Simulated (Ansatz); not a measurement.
Geometry optimisation, Ansatz 0.2.0, UHF/def2-SVP.

Input:

```yaml
crystal:
  periodic: [false, false, false]
  atoms:
    - { symbol: Al, position_ang: [0.009071, 0.0, -0.087231] }
    - { symbol: H, position_ang: [0.060283, 0.0, 1.475438] }
    - { symbol: Cl, position_ang: [1.840093, 0.0, -1.13228] }
    - { symbol: H, position_ang: [-1.322672, 0.0, -0.909617] }
    - { symbol: Cl, position_ang: [-0.006575, 0.0, 4.04869] }
magnetization:
  spin_polarized: true
  initial_magnetization: 1
basis:
  gaussian: { orbitals: def2-SVP }
hamiltonian:
  xc: hf
relax:
  f_tol: 0.03
  max_steps: 50
```

Run as:

```bash
$ ansatz run input.yaml --threads 1 --pin off --max-ram 2048MiB --backend cpu --events-out ev --progress --plain --runs-dir out
```

Question: Where does it end, and by what steps?

Answer: It converged. The force dipped under the threshold on the way, but the program's further checks kept it going. After 6 steps the energy has fallen by 0.029 eV; Cl5 moved furthest, 0.54 Å.

| step | energy less start (eV) | largest force component (eV/Å) | accepted |
| --- | --- | --- | --- |
| 0 | 0.0000 | 0.124 | yes |
| 1 | -0.0059 | 0.106 | yes |
| 2 | -0.0228 | 0.061 | yes |
| 3 | -0.0259 | 0.040 | yes |
| 4 | -0.0286 | 0.026 | yes |
| 5 | -0.0291 | 0.009 | yes |
| 6 | -0.0291 | 0.005 | yes |

```xyz
5
Properties=species:S:1:pos:R:3
Al 0.009 0.000 -0.221
H 0.062 0.000 1.345
Cl 1.843 0.000 -1.261
H -1.316 0.000 -1.058
Cl -0.019 0.000 4.591
```

Whether the end is a true minimum wasn't checked by a vibrational analysis.

Run time: 11 s on 1 thread of Arm Neoverse V2, on a shared host, peak memory 0.14 GiB.
